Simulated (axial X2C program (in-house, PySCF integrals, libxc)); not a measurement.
# Al₂⁺: from the state search to constants

What are the state, bond length, wavenumber and bond energy of Al₂⁺, and what does spin–orbit coupling change?

The runs use an in-house X2C program for linear molecules on PySCF integrals; all-electron X2C, Al dyall-v3z.

All values are calculated.

### Step 1. Input

task.json

```json
{
 "zs": [
  13,
  13
 ],
 "q": 1,
 "bas": [
  "dyall-v3z",
  "dyall-v3z"
 ],
 "levels": [
  "PBE0",
  "HF",
  "BP86"
 ],
 "cc": true,
 "r0": 2.52,
 "thr": -2.0,
 "nmax": 90,
 "npts": 10,
 "nst": 2,
 "ntry": 6
}
```

Keys: zs atomic numbers; q charge; bas basis sets; levels methods (HF also brings MP2); cc coupled cluster on or off; r0 starting distance in Å; thr threshold in hartree for freezing inner shells (an s shell follows its p shell); nmax most natural virtual spinors; npts points asked for on the curve; nst determinants followed; ntry starts of the search.

Launch:

```bash
$ python so2c.py task.json out
```

Spin-free means the one-electron spin-free X2C Hamiltonian; two-component (2c) means X2C with spin–orbit coupling and atomic mean-field two-electron Coulomb and Gaunt terms. Basis: Al dyall-v3z contracted to [8s8p2d1f]; Gaussian nuclei, density fitting. Masses: Al 26.982 u.

Notation: σ, π±, δ± give the projection m of an orbital's angular momentum (0, ±1, ±2), α and β its spin, Λ and M_S the sums; ω is the projection of a spinor's total angular momentum and Ω the sum. Logs are in hartree.

The runs that follow: PBE0, spin-free; HF, spin-free; BP86, spin-free; Correlated methods, spin-free; A higher determinant, spin-free; PBE0, 2c; HF, 2c; BP86, 2c; MP2 and beyond, 2c; A higher determinant, 2c.

What does the calculation give? Wanted: for each run, Hamiltonian; Re; ωe; De.

**Answer**, as computed:

Lowest determinant found, spin-free: M_S = 1/2, Λ = 0 (beyond closed shells: σα).

Lowest determinant found, 2c: Ω = 1/2 (unpaired: ω = 1/2).

| Hamiltonian | level | Re (Å) | ωe (cm⁻¹) | De (eV) |
| --- | --- | --- | --- | --- |
| spin-free | PBE0 | 3.259 | 155.8 | 1.60 |
| spin-free | HF | 3.315 | 157.7 | 1.23 |
| spin-free | MP2 | 3.236 | 162.2 | 1.35 |
| spin-free | CCSD | 3.228 | 165.2 | 1.36 |
| spin-free | CCSD(T) | 3.214 | 167.6 | 1.39 |
| spin-free | BP86 | 3.336 | 136.6 | 1.61 |
| 2c | PBE0 | 3.260 | 155.7 | 1.60 |
| 2c | HF | 3.315 | 157.6 | 1.23 |
| 2c | MP2 | 3.237 | 162.2 | 1.35 |
| 2c | CCSD | 3.228 | 165.1 | 1.36 |
| 2c | CCSD(T) | 3.214 | 167.6 | 1.39 |
| 2c | BP86 | 3.336 | 136.6 | 1.61 |

At CCSD(T), going from spin-free to two-component changes Re by 0 mÅ, ωe by 0.0 % and De by 0.00 eV; the spin-free picture holds up (part of it comes from the scalar share of the two-electron terms).

De refers to Al + Al+. The state is a single determinant with fixed occupations, the lowest that a limited PBE0 search found. Dissociation energies refer to the lowest single-determinant-based atoms at the same level and basis. Density functionals use the spin component along the axis (collinear). CCSD and (T) use frozen natural virtuals with an MP2 correction for the truncation. T1 reaches 0.027, slightly above the customary mark of 0.02.
